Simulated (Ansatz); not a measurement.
# SiP2 (singlet): the correlation ladder at a displaced geometry (v1), cc-pVDZ

The task here is to estimate one member of a computed series from the others.

Program: Ansatz 0.2.0, Gaussian basis. Level of theory: cc-pVDZ, core rule «outside noble gas», up to 15 orbitals frozen. These are calculated values, not measurements.

Plan: UHF; CCSD(T) on RHF; BCCD(T) on RHF; CISD; CCSDT(Q) on RHF; CASSCF and MRCISD+Q, 10 electrons in 10 orbitals; CASSCF and NEVPT2, 10 electrons in 10 orbitals.

15 further runs of the same task are left out: 4 that didn't finish, 11 set aside as unsound or not needed. Runs told in other sessions of the task aren't counted.

## The system

The geometry is a PBE0/def2-TZVP stationary point (not a proven minimum) with its atoms shifted at random (size 0.040 Å).

3 atoms, charge 0, spin multiplicity 1.

Atoms are counted from 1 here; the program's logs count them from 0.

Bond lengths: P1–P2 2.034 Å, P1–Si3 2.285 Å, P2–Si3 2.229 Å. Angles: P2–P1–Si3 61.8°, P1–P2–Si3 64.6°, P1–Si3–P2 53.6°.

The first run:

The input, in.yaml:

```yaml
crystal:
  periodic: [false, false, false]
  atoms:
    - {symbol: P, position_ang: [-0.014416, -1.033206, 0.633754]}
    - {symbol: P, position_ang: [-0.015249, 1.001239, 0.622601]}
    - {symbol: Si, position_ang: [0.032715, 0.035255, -1.385557]}
basis:
  gaussian: {orbitals: cc-pVDZ}
magnetization: {spin_polarized: true, initial_magnetization: 0}
hamiltonian: {xc: hf}
output: {orbitals: {seedname: orbitals}}
```

Started as:

```sh
> ansatz run in.yaml --threads 1 --pin off --events-out ev --progress --plain --max-ram 2393MiB
```

Steps of the session up to this table: UHF; CCSD(T) on RHF; BCCD(T) on RHF; CISD; CCSDT(Q) on RHF; CASSCF and MRCISD+Q, 10 electrons in 10 orbitals; CASSCF and NEVPT2, 10 electrons in 10 orbitals.

One of the session's tables, all rows but one given; the rest of the session is left out.

It belongs to the step «Misses and costs». 

```
          method  from RCCSDT(Q) (kJ/mol)
             RHF                        ?
            RMP2                   +128.7
            CISD                   +169.4
           RCCSD                    +56.9
        RCCSD(T)                     +7.2
         BCCD(T)                     +6.8
          RCCSDT                     +5.5
       RCCSDT(Q)                        0
  CASSCF valence                   +659.6
  NEVPT2 valence                   +123.3
  MRCISD valence                    +82.4
MRCISD+Q valence                     +8.7
```

**Question.** Estimate the row for RHF.

**Answer.** from RCCSDT(Q) (kJ/mol): +919.3. In the column «from RCCSDT(Q) (kJ/mol)» it is the highest.
